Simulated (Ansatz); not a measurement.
Stepwise reaction of `[CH3][Mg][CH3]` with hydrogen fluoride, as a gas-phase model of exchange steps in deposition or etching. ΔE in kJ/mol.

Program: Ansatz. Geometries: PBE0-D4/def2-TZVP. ΔE: electronic, gas phase. CCSD(T)/CBS is the MP2 limit (def2-TZVPP, def2-QZVPP) plus CCSD(T) − MP2 in def2-TZVPP, frozen cores. This one scheme is used for every species. Functionals use def2-TZVPP. B3LYP here is the variant with VWN-RPA as its local correlation; programs differ in this. For Mg outer-core shells are correlated without core-valence functions, which leaves a few kJ/mol of doubt a bond.

```csv
step,reaction,PBE-D4,B3LYP-D4,ωB97M-V,CCSD(T)/CBS
2,`[CH3][Mg][F]` + H–F → `[F][Mg][F]` + CH₄,-181.3,-192.7,-187.3,-186.3
```

(1) Give the row of step 1, `[CH3][Mg][CH3]` + H–F → `[CH3][Mg][F]` + CH₄. (Best estimate.)

(2) By hand: ΔE of the 2 steps together at CCSD(T)/CBS.

## Answers

(1) Ansatz gave: 
```json
{"step": "1", "reaction": "`[CH3][Mg][CH3]` + H–F → `[CH3][Mg][F]` + CH₄", "PBE-D4": "-202.4", "B3LYP-D4": "-213.8", "ωB97M-V": "-207.8", "CCSD(T)/CBS": "-202.2"}
```

(2) (-202.2) + (-186.3) = -388.5 kJ/mol, or -194.2 kJ/mol a step.

In ΔE each step is higher than the one before. All are downhill at CCSD(T)/CBS. PBE-D4 differs from CCSD(T)/CBS by -0.2 to 5.0 kJ/mol a step. Isolated molecules leave out the surface, adducts and barriers. Largest T1 diagnostic: 0.012.
